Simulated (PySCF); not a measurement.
Compound: 1,3-dithiane, C₄H₈S₂.
Cartesian coordinates in Å at the PBE0-D3(BJ)/def2-SVP level; atoms count from 1:
```
atom  x, y, z in Å
C1    -1.2588    0.0662   -0.1748
C2    -0.5655   -1.2631    0.0880
S3     0.9625   -1.5093   -0.8594
C4     1.8695   -0.0589   -0.2721
S5     1.0912    1.5332   -0.6331
C6    -0.4583    1.2795    0.2767
H7    -2.2205    0.0665    0.3683
H8    -1.4876    0.1556   -1.2492
H9    -0.3468   -1.3829    1.1639
H10   -1.2147   -2.1020   -0.2040
H11    2.8408   -0.0617   -0.7872
H12    2.0592   -0.1476    0.8109
H13   -1.0327    2.2038    0.1148
H14   -0.2374    1.2212    1.3573
```

Level: PBE0/pcSseg-1 and CAM-B3LYP/def2-SVPD in PySCF, non-relativistic, on one gas-phase PBE0-D3(BJ)/def2-SVP geometry that isn't relaxed in the solvent. The solvent is an IEF-PCM continuum (Bondi radii, 1.10 Å for H, scaled by 1.2). Only the electrostatic response of the medium enters.

Gas phase at PBE0/pcSseg-1: HOMO -6.32 eV, LUMO 0.51 eV, dipole 2.27 D.

Task: What does the continuum do to the energy, the frontier levels and the dipole at PBE0/pcSseg-1 in benzene and tetrahydrofuran?

Result: 
```tsv
solvent	ε	E(solvent) − E(gas) (kcal/mol)	polarisation term (kcal/mol)	distortion of the solute (kcal/mol)	HOMO (eV)	LUMO (eV)	dipole (D)
benzene	2.271	-2.38	-2.55	0.17	-6.34	0.54	2.66
tetrahydrofuran	7.426	-4.48	-5.13	0.65	-6.40	0.54	3.04
```

The polarisation term is half the interaction of the solute with the surface charges that it induces; the rest is the cost of distorting the solute's density. The sum is the electrostatic part of solvation alone. From benzene to tetrahydrofuran the lowering changes by a factor 1.88, Onsager's factor (ε − 1)/(2ε + 1) by 1.77 and ε itself by 3.3.

Task: Which radius a makes the point-dipole formula ΔE = −[(ε − 1)/(2ε + 1)]·μ²/a³ give the value in tetrahydrofuran, with the gas-phase dipole?

Result: μ = 0.893 au and |ΔE| = 0.00713 Eh give a = 1.89 Å; the farthest nucleus lies 2.95 Å from the centroid of the nuclei, so such a sphere wouldn't even hold the nuclei. The formula assumes a rigid point dipole at the centre of a sphere.

Task: Which ESP-fitted charges (PBE0/pcSseg-1) respond most in benzene (means over atoms taken as equivalent)?

Result: 
| atoms | environment | gas (e) | solvent (e) | change |
| --- | --- | --- | --- | --- |
| S3/S5 | sulfide sulfur | -0.175 | -0.203 | -0.028 |
| C1 | ring CH2 carbon | +0.238 | +0.213 | -0.025 |
| C4 | sp3 carbon bound to sulfur | -0.376 | -0.364 | +0.012 |
| H7/H8 | methylene hydrogen | -0.014 | -0.004 | +0.010 |
| H9/H10/H13/H14 | methylene hydrogen | +0.132 | +0.142 | +0.010 |
| H11/H12 | methylene hydrogen | +0.230 | +0.236 | +0.006 |
| C2/C6 | sp3 carbon bound to sulfur | -0.237 | -0.237 | 0.000 |

Gas phase at CAM-B3LYP/def2-SVPD: HOMO -7.62 eV, LUMO 1.01 eV, dipole 2.27 D.

Task: What does the continuum do to the energy, the frontier levels and the dipole at CAM-B3LYP/def2-SVPD in benzene and tetrahydrofuran?

Result: 
```json
{"solvent": "benzene", "ε": "2.271", "E(solvent) − E(gas) (kcal/mol)": "-2.46", "polarisation term (kcal/mol)": "-2.66", "distortion of the solute (kcal/mol)": "0.20", "HOMO (eV)": "-7.64", "LUMO (eV)": "1.06", "dipole (D)": "2.70"}
{"solvent": "tetrahydrofuran", "ε": "7.426", "E(solvent) − E(gas) (kcal/mol)": "-4.65", "polarisation term (kcal/mol)": "-5.43", "distortion of the solute (kcal/mol)": "0.78", "HOMO (eV)": "-7.69", "LUMO (eV)": "1.07", "dipole (D)": "3.14"}
```

Task: How does the static polarisability (CAM-B3LYP/def2-SVPD, frozen core, with the continuum's full static response) change?

Result: 
| medium | isotropic (au) | principal values (au) | ⟨r²⟩ of the electrons (bohr²) |
| --- | --- | --- | --- |
| gas | 86.2 | 72.0, 92.2, 94.4 | 834.2 |
| benzene | 100.7 | 84.5, 107.5, 110.3 | 834.3 |
| tetrahydrofuran | 115.9 | 99.8, 122.3, 125.7 | 834.3 |

The isotropic value in tetrahydrofuran is 1.34 times the gas-phase one; no cavity-field correction is applied. ⟨r²⟩ is taken about the centre of nuclear charge.
